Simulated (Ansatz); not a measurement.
Born–Oppenheimer molecular dynamics of H7NSSi (10 atoms, charge 0, multiplicity 1). It starts at the highest image of a converged band, a first-order saddle point between two minima.

Level of theory: Ansatz 0.2.0, RKS BHLYP-D4/def2-SVP.

```json
{"ensemble": "NVE (velocity Verlet)", "time step": "0.5 fs", "steps asked": "200", "starting velocities drawn for": "300 K", "seed": "4385"}
```

First frame:

```xyz
10
Properties=species:S:1:pos:R:3
Si 0.055 -0.027 0.079
N 0.129 -0.172 1.949
H -0.780 -0.290 2.386
H 0.607 0.601 2.404
H 1.369 0.290 -0.485
H -0.709 1.263 0.046
H -0.851 -1.016 -0.512
S 1.509 -2.426 0.799
H 0.429 -3.225 0.836
H 0.711 -1.094 1.991
```

(1) How far do the bonds stretch over the last three quarters of this one trajectory? (Pairs bonded in most of those frames.)

Answers

(1) 
```csv
bond,mean (Å),spread (Å),shortest,longest
Si1–N2,1.826,0.082,1.71,1.96
Si1–H5,1.471,0.007,1.46,1.49
Si1–H6,1.493,0.022,1.46,1.53
Si1–H7,1.471,0.013,1.44,1.50
N2–H3,1.013,0.008,1.00,1.03
N2–H4,1.014,0.005,1.00,1.02
S8–H9,1.345,0.007,1.33,1.36
```

Mean temperature of the second half: 615 K. The conserved energy stayed within 0.5 meV per atom of its start (net change 0.049 meV per atom), so the integration is sound. The kinetic energy rose, since the run started high on the potential surface and went downhill. It ends in pieces (H2S + H5NSi), so much of that is their flight and rotation, not heat. A run of 0.1 ps of so small a system gives no equilibrium averages. The orbitals stay closed-shell, which can raise the energy where a bond breaks towards radicals; this wasn't checked here.

The run took 5.1 min on 2 threads of Arm Neoverse V2, with other jobs on the host, peak memory 0.16 GiB.
